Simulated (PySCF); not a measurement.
# Core-level binding energies of ethyl isothiocyanate

Species: ethyl isothiocyanate, C3H5NS.
Z-matrix (Å and degrees, GFN2-xTB geometry), rows numbered from 1:
```
C 
C   1  1.5256
N   2  1.4107  1  112.83
C   3  1.1900  2  148.77  1    -2.53
S   4  1.5576  3  170.25  2   179.80
H   1  1.0867  2  109.59  3  -179.82
H   1  1.0875  2  110.38  3   -59.83
H   1  1.0875  2  110.39  3    60.18
H   2  1.0956  1  110.43  3   120.12
H   2  1.0959  1  110.48  3  -120.27
```

Level of theory: delta-SCF UKS SCAN, pcX-2 on the ionised atom, pcseg-1 elsewhere, spin-free X2C (PySCF 2.14.0). Each binding energy is the total energy of the core-ionised species, with the hole localised on one atom, minus that of the ground state; both are solved self-consistently, so orbital relaxation is included.

Problem. What binding energy does each computed site have?

Solution. 
| atom(s) | bonded to | level | binding energy (eV) | above the level's lowest (eV) | count |
| --- | --- | --- | --- | --- | --- |
| C1 | C and 3 H | C 1s | 291.15 | 0.00 | 1 |
| C2 | N, C and 2 H | C 1s | 292.61 | +1.46 | 1 |
| N3 | C (double bond) and C | N 1s | 405.39 | 0.00 | 1 |
| C4 | N (double bond) and S (double bond) | C 1s | 292.96 | +1.81 | 1 |
| S5 | C (double bond) | S 1s | 2476.83 | 0.00 | 1 |

The listed C 1s values span 1.81 eV, from C1 (bonded to C and 3 H) to C4 (bonded to N (double bond) and S (double bond)). The widest gap between neighbouring values is 1.46 eV, between 291.15 and 292.61 eV.

Problem. What is the longest wavelength that can ionise C 1s of C4 vertically?

Solution. λ = hc/E = 12398.42 eV Å / 292.96 eV = 42.321 Å.

Not every level is listed. Isolated species at its GFN2-xTB geometry (one conformer only).

Hardware: Arm Neoverse V1, one thread (shared host). Cost: 24 s.
